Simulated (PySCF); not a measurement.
# TDDFT excited states: H7PSi2

Compound: H7PSi2.
SMILES with atom numbers: `[SiH3:1][PH:2][SiH3:3]` (hydrogens: H4, H5, H6 on Si1; H7 on P2; H8, H9, H10 on Si3)

Structure used (PBE0-D3(BJ)/def2-SVP), in Å, numbered top down from 1:
```
atom  x, y, z in Å
Si1    1.6316    0.4752   -0.1043
P2    -0.0964   -0.2762   -1.3584
Si3   -1.6696   -0.1675    0.2647
H4     1.7165   -0.1648    1.2452
H5     1.4512    1.9475    0.0705
H6     2.9006    0.2197   -0.8489
H7     0.1967   -1.6604   -1.1488
H8    -2.9017   -0.8612   -0.2155
H9    -1.9762    1.2766    0.4921
H10   -1.2349   -0.7795    1.5584
```

Computed, not measured: PySCF 2.14.0, density-fitted response routines, TDDFT B3LYP/def2-SVPD, vertical, gas phase, core orbitals frozen in the response.

```json
{"state": "S1", "λ (nm)": "205.2", "E (eV)": "6.04", "f": "0.012", "main configurations (H = HOMO, L = LUMO)": "H→L (63%), H→L+1 (33%)"}
{"state": "S2", "λ (nm)": "204.6", "E (eV)": "6.06", "f": "0.044", "main configurations (H = HOMO, L = LUMO)": "H→L+1 (50%), H→L (36%), H→L+3 (11%)"}
{"state": "S3", "λ (nm)": "195.7", "E (eV)": "6.34", "f": "0.067", "main configurations (H = HOMO, L = LUMO)": "H→L+2 (89%)"}
{"state": "S4", "λ (nm)": "192.9", "E (eV)": "6.43", "f": "0.044", "main configurations (H = HOMO, L = LUMO)": "H→L+3 (82%), H→L+1 (11%)"}
{"state": "S5", "λ (nm)": "182.9", "E (eV)": "6.78", "f": "0.0056", "main configurations (H = HOMO, L = LUMO)": "H→L+4 (93%)"}
{"state": "S6", "λ (nm)": "173.4", "E (eV)": "7.15", "f": "0.0089", "main configurations (H = HOMO, L = LUMO)": "H→L+5 (94%)"}
{"state": "S7", "λ (nm)": "171.5", "E (eV)": "7.23", "f": "0.0011", "main configurations (H = HOMO, L = LUMO)": "H-1→L (44%), H-1→L+1 (43%), H-1→L+3 (10%)"}
{"state": "S8", "λ (nm)": "168.4", "E (eV)": "7.36", "f": "0.196", "main configurations (H = HOMO, L = LUMO)": "H-1→L (49%), H-1→L+3 (24%), H-1→L+1 (18%)"}
{"state": "S9", "λ (nm)": "166.9", "E (eV)": "7.43", "f": "0.0092", "main configurations (H = HOMO, L = LUMO)": "H→L+6 (56%), H-1→L+2 (39%)"}
{"state": "S10", "λ (nm)": "162.4", "E (eV)": "7.64", "f": "0.166", "main configurations (H = HOMO, L = LUMO)": "H-1→L+3 (52%), H→L+7 (17%), H-1→L+1 (16%)"}
```

Triplets, Tamm–Dancoff:

| state | E (eV) | λ (nm) | main configurations (H = HOMO, L = LUMO) |
| --- | --- | --- | --- |
| T1 | 5.38 | 230.4 | H→L+1 (80%), H→L+3 (9%) |
| T2 | 5.48 | 226.3 | H→L+2 (92%) |
| T3 | 5.74 | 215.9 | H→L (97%) |
| T4 | 6.01 | 206.3 | H→L+3 (88%), H→L+1 (9%) |

The lowest singlet lies at 6.04 eV (205 nm, ultraviolet) and is weak; its leading configuration is HOMO→LUMO (63%). The strongest level in the table is S8 at 7.36 eV (168 nm, f = 0.196). Löwdin shares by element: HOMO phosphorus 63%, silicon 22%, hydrogen 6% or more; LUMO silicon 40%, phosphorus 20%, hydrogen 9% or more (atoms not listed hold the other 31%). Of the 10 states listed, 6 reach f = 0.01 and none stays under 0.0005. Orbital energies (eV): HOMO-3 -9.59, HOMO-2 -9.26, HOMO-1 -8.43, HOMO -7.24, LUMO -0.25, LUMO+1 -0.20, LUMO+2 -0.14. The listed states span 1.59 eV, and the widest gap between neighbours is 0.37 eV (S5 to S6). All these states lie below the vertical ionisation energy of 9.40 eV (ΔSCF). The window holds the lowest 10 singlets.
